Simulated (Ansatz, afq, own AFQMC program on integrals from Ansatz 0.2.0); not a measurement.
## Where AFQMC and coupled cluster stand for AlP, triplet

```tsv
atom	x (Å)	y (Å)	z (Å)
Al	0.0000	0.0000	0.0000
P	0.0000	0.0000	4.8130
```

Basis 6-31G. Only valence electrons are correlated. AFQMC by an in-house program on the Cholesky factors that Ansatz 0.2.0 writes for its CCSD(T) run. ph-AFQMC/CISD is guided by a CISD state made of CCSD amplitudes; releasing the constraint for a short imaginary time cuts its bias at the price of noise, slowly where states lie close. ± is one standard error of the sampling.

Determinant: UHF, the one that the program's search chose, which needn't be the lowest solution. The geometry is a point of a scan.

Full CI on the same integrals is exact in this basis and with this determinant's frozen core.

Cautions: lower spins were not checked; unrestricted determinant spin contaminated (⟨S²⟩ 2.98 against 2.00); the released energies have errors that jump between times, so the bars are unsure, so no released level is given (meV from the phaseless value at times in 1/Eh: -3 ± 9 at 0.24, -2.2 ± 0.7 at 0.51, -5.1 ± 1.0 at 0.99, -5.2 ± 1.0 at 1.62, -4.9 ± 1.5 at 2.40); the next higher spin lies close (full CI puts it 51 meV above).

```
T1 diagnostic                               : 0.0167
weight of the determinant in the CISD state : 0.922
⟨S²⟩ of the determinant                     : 2.977
size of the correlated space                : 8 electrons in 16 orbitals
```

Reference: full CI, correlation energy -1.284 eV. The cautions show a poor starting determinant, so the rows tell how each method copes with it here, and full CI is the sure value.

```csv
level,E − E(reference) (kcal/mol),share of correlation (%)
HF,29.61,0.00
MP2,11.47,61.26
CCSD,0.64,97.85
CCSD(T),0.42,98.58
CCSDT,0.03,99.90
CCSDT(Q),0.01,99.97
CCSDTQ,0.00,100.00
ph-AFQMC/HF,-0.36 ± 0.32,101.21
ph-AFQMC/CISD,0.01 ± 0.02,99.97
```

CCSDT and higher add their correlation energy to the determinant of the CCSD(T) run, since their own runs factorise the integrals more tightly (a shift of under 2 meV). A walk keeps the symmetry of its determinant, which the program's search chose and which needn't be the lowest solution, so a lower state of the same spin and another symmetry isn't excluded.
